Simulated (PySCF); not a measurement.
# C₄H₅FO: electronic excitations and core binding energies

Aim: predict the electronic excitations and core binding energies of C₄H₅FO (`O=C(F)C1CC1`).

Programs: PySCF 2.14.0, with density-fitted response routines of our own. Each step states its level of theory. These are calculated values for one molecule in the gas phase, unless marked as measured. Atoms count from 0, in the outputs and in this text.

### 1 The molecule as given

11 atoms, charge 0, multiplicity 1; geometry from: GFN2-xTB.

Bonds of the start (Å): O0–C1 1.18, C1–F2 1.37, C1–C3 1.46, C3–C4 1.52, C4–C5 1.48, C5–C3 1.52, C3–H6 1.08, C4–H7 1.08, C4–H8 1.08, C5–H9 1.08, C5–H10 1.08.

### 2 Ultraviolet spectrum: PBE0/def2-SVPD

What the job is given:

```
{"job": {"kind": "uv", "xc": "PBE0", "basis": "def2-SVPD", "nstates": 8, "ntriplets": 3}, "charge": 0, "multiplicity": 1}
O      1.982492    -0.328183    -0.912493
C      1.523084    -0.032550     0.136150
F      2.368369     0.203191     1.190360
C      0.129421     0.138523     0.541449
C     -0.899042    -0.756459    -0.120343
C     -0.834155     0.674072    -0.498320
H     -0.010075     0.418379     1.576428
H     -1.712660    -1.104594     0.496517
H     -0.524665    -1.484290    -0.823680
H     -1.601456     1.348231    -0.151416
H     -0.415888     0.926349    -1.460616
```

Method: TDDFT PBE0/def2-SVPD, vertical, gas phase, core orbitals frozen in the response.

Launch:

```console
OMP_NUM_THREADS=1 python probes_run.py task.json out
```

This one command runs all jobs of the session in turn.

**Question.** This job is followed by: delta-SCF UKS SCAN, pcX-2 on the ionised atom, pcseg-1 elsewhere, spin-free X2C. What will the session give for the following? lowest singlet (PBE0/def2-SVPD); brightest single state of those computed; lowest triplet; surface potential, 1st and 99th percentile; C1s binding energies, SCAN/pcX-2; O1s binding energies, SCAN/pcX-2; F1s binding energies, SCAN/pcX-2.

The runs gave:

```
                                quantity                               value
         lowest singlet (PBE0/def2-SVPD)         6.14 eV (202 nm), f = 0.000
brightest single state of those computed         state 3, 7.68 eV, f = 0.262
                          lowest triplet                             5.59 eV
   surface potential, 1st and 99th percentile                  -1.44 V and 1.25 V
        C1s binding energies, SCAN/pcX-2  C1 295.68, C3 291.87, C4 291.54 eV
        O1s binding energies, SCAN/pcX-2                        O0 538.54 eV
        F1s binding energies, SCAN/pcX-2                        F2 692.87 eV
```

What this shows: The first singlet state (HOMO→LUMO 0.98) lies at 6.14 eV and is dark; of the 8 states computed, the strongest absorption comes from state 3 at 7.68 eV. The lowest triplet lies 0.55 eV below the lowest singlet (triplets in Tamm-Dancoff, singlets in full TDDFT). At PBE0/def2-SVPD, counted by nearest atom on the grid, the HOMO lies on O0 71 %; F2 11 %, the LUMO on C1 44 %; O0 25 %. The C1s levels kept as sound span 4.14 eV, from C4 (three-membered-ring carbon) up to C1 (carbonyl carbon).
